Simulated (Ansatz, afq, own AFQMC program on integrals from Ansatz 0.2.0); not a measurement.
AFQMC on a folder of integrals that Ansatz 0.2.0 wrote.

```yaml
crystal:
  periodic: [false, false, false]
  atoms:
    - {symbol: B, position_ang: [0.000000, 0.000000, 1.247429]}
    - {symbol: C, position_ang: [0.000000, 0.000000, -3.673571]}
    - {symbol: H, position_ang: [0.000000, 0.000000, 2.426141]}
basis:
  gaussian: {orbitals: 6-31G}
magnetization: {spin_polarized: false, initial_magnetization: 2}
correlation: {method: ccsd_t, electrons: outside_noble_gas, hamiltonian_folder: ham}
```

```sh
$ ansatz run in.yaml --threads 1 --pin off --events-out ev --progress --plain --max-ram 24576MiB --backend cuda --devices 0, --max-vram 18GiB
```

Options of the walk:

```
--method phaseless --trial cisd --walkers 4000 --populations 20 --least-time 60 --time-step 0.005 --steps-per-block 50 --equilibration-blocks 40 --max-blocks 4000 --target-error 0.00034 --factor-cut 1e-05 --start spin_pure --seed 4165 --release-times 0.24,0.51,0.99,1.62,2.4 --release-step 0.03 --release-every 3 --taylor-order 6
```

Times are imaginary, in 1/Eh. The walk had a cap of 122 s. With eight or more populations the least sampling time is a fifth of least-time, and the error comes from their spread.

```
orbitals 18  electrons 5 3  factors 86 of 285
reference energy -62.78544729 Eh
CCSD correlation -0.09820031 Eh in 12 cycles, weight of the determinant in the CISD state 0.8958
energy of the start -62.883646 Eh
 block  time / (1/Eh)  mean weight  energy / Eh
     1     0.250  0.9999  -62.882784
     2     0.500  1.0002  -62.882711
     3     0.750  0.9998  -62.882874
     4     1.000  1.0000  -62.883148
     5     1.250  0.9999  -62.883373
    10     2.500  1.0001  -62.884215
    19     4.750  1.0001  -62.884209
    29     7.250  1.0000  -62.884836
    39     9.750  1.0000  -62.884789
    49    12.250  1.0002  -62.884689
    59    14.750  1.0001  -62.884871
    65    16.250  0.9996  -62.885267
    69    17.250  1.0003  -62.884903
    79    19.750  1.0000  -62.884603
    89    22.250  1.0001  -62.884632
error from the spread of 20 populations
released: time / (1/Eh)  energy / Eh  error  mean overlap
  0.24  -62.884786  0.000068  0.9988
  0.51  -62.884889  0.000055  0.9974
  0.99  -62.885001  0.000059  1.0005
  1.62  -62.884944  0.000046  1.0054
  2.40  -62.884948  0.000057  1.0091
energy -62.884757 +/- 0.000079 Eh
(rows thinned)
```

Problem. Estimate how long the walk took on 1 × NVIDIA H100 80GB HBM3 with 2 threads of AMD EPYC 7R13 Processor (Zen 3), with other jobs on the host (the card was shared).

Solution. 20 s of wall time.

The run passed its tests (sampling time, drift between the halves within three errors, error under three times the target), which doesn't prove that it has relaxed.

Against this walk (error 2.2 meV) on the same determinant: CCSD(T) 1.9 meV higher (within the noise), CCSDT(Q) 10.1 meV lower, CCSDTQ 10.6 meV lower, full CI 10.6 meV lower. The error is statistical and leaves out the bias of the constraint. Released to 2.40 1/Eh the energy moves by -5 ± 3 meV (both errors), within twice the noise. Full CI is exact here, so the walk's 11 meV above it is the walk's own error: the bias of the constraint with this trial.

Cautions: constraint bias not in the error; lower spins were not checked; a spin-contaminated unrestricted determinant lies lower (UHF 215 meV lower, ⟨S²⟩ 2.48).

CCSDT and higher add their correlation energy to the determinant of the CCSD(T) run, since their own runs factorise the integrals more tightly (a shift of under 2 meV). A walk keeps the symmetry of its determinant, which the program's search chose and which needn't be the lowest solution, so a lower state of the same spin and another symmetry isn't excluded.
